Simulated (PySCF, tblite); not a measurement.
Isomers of CH6NSi (doublet state), one GFN2-xTB conformer each. Single-point energies are computed at B3LYP/pcH-1 (PySCF, gas phase, no added dispersion term), electronic only. GFN2-xTB treats the open shell by occupation alone, and not every SCF solution was tested for stability.

Question: Rank them by B3LYP/pcH-1 energy, lowest first (kJ/mol).
A. `[CH3:1][NH:2][SiH2:3]` (doublet state) with C1–N2–Si3–H 57° and -71°
B. `[CH2:1][NH:2][SiH3:3]` (doublet state) with H–C1–N2–Si3 7° and 177°

Answer: A (0.0), B (2.5).

Neighbours under 21 kJ/mol apart (CN[SiH2] and [CH2]N[SiH3]) can change places with a better method, another conformer or zero-point energy. GFN2-xTB itself gives, in the same order: 0.0, 5.2. Both levels put the same isomer lowest.

What happens when harmonic zero-point energies from GFN2-xTB frequencies are added?

```
      SMILES  ZPE (kJ/mol)  electronic (kJ/mol)  with ZPE (kJ/mol)
    CN[SiH2]         177.8                  0.0               12.7
[CH2]N[SiH3]         162.7                  2.5                0.0
```

The zero-point energies span 15.1 kJ/mol. [CH2]N[SiH3] becomes the lowest.

As an exercise, what shares would exp(−E/RT) give at 298.15 K from these electronic energies alone (no entropy, no degeneracies)?

RT = 2.479 kJ/mol: CN[SiH2] 73.3 %, [CH2]N[SiH3] 26.7 %.
